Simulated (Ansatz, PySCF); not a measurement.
Breaking a bond: LiH, singlet. Each curve is given relative to its own lowest point near equilibrium.

```json
[
 {"R / Å": "1.21", "A": "80.9", "B": "89.5", "C": "80.6"},
 {"R / Å": "1.28", "A": "50.0", "B": "57.0", "C": "49.6"},
 {"R / Å": "1.35", "A": "28.2", "B": "33.7", "C": "27.8"},
 {"R / Å": "1.44", "A": "10.7", "B": "14.2", "C": "10.4"},
 {"R / Å": "1.50", "A": "4.2", "B": "6.4", "C": "3.9"},
 {"R / Å": "1.52", "A": "2.7", "B": "4.6", "C": "2.5"},
 {"R / Å": "1.60", "A": "0.0", "B": "0.4", "C": "0.0"},
 {"R / Å": "1.64", "A": "0.2", "B": "0.0", "C": "0.4"},
 {"R / Å": "1.68", "A": "1.3", "B": "0.5", "C": "1.6"},
 {"R / Å": "1.76", "A": "5.6", "B": "3.8", "C": "6.3"},
 {"R / Å": "1.87", "A": "15.1", "B": "12.1", "C": "16.5"},
 {"R / Å": "1.98", "A": "27.3", "B": "23.5", "C": "29.6"},
 {"R / Å": "2.15", "A": "49.2", "B": "44.6", "C": "53.1"},
 {"R / Å": "2.44", "A": "89.1", "B": "84.3", "C": "119.9"},
 {"R / Å": "2.64", "A": "115.6", "B": "111.4", "C": "155.9"},
 {"R / Å": "2.91", "A": "147.9", "B": "144.7", "C": "183.1"},
 {"R / Å": "3.17", "A": "174.2", "B": "169.6", "C": "197.2"},
 {"R / Å": "3.57", "A": "204.2", "B": "196.3", "C": "207.9"},
 {"R / Å": "3.94", "A": "220.9", "B": "212.3", "C": "212.3"},
 {"R / Å": "4.32", "A": "229.9", "B": "223.0", "C": "214.5"},
 {"R / Å": "4.74", "A": "234.5", "B": "230.3", "C": "215.5"},
 {"R / Å": "5.56", "A": "237.3", "B": "237.1", "C": "216.2"},
 {"R / Å": "6.33", "A": "237.9", "B": "238.6", "C": "216.4"}
]
```

Energies in kJ/mol.

Task: Match the curves with the methods full CI/aug-cc-pVTZ, frozen core run with Ansatz (a quantum-chemistry and plane-wave program); PySCF with unrestricted BP86/6-31G*, spherical d; MP2 on UHF/aug-cc-pVTZ, frozen core in Ansatz.

Result: A is FCI; B is UKS-BP86/6-31G*; C is UMP2.

The unrestricted determinant behind UMP2 is spin-contaminated at 2.44 to 6.33 Å (<S²> up to 1.0, against 0.00 for a pure singlet). The unrestricted determinant behind UKS-BP86/6-31G* is spin-contaminated at 2.91 to 6.33 Å (<S²> up to 1.0, against 0.00 for a pure singlet).
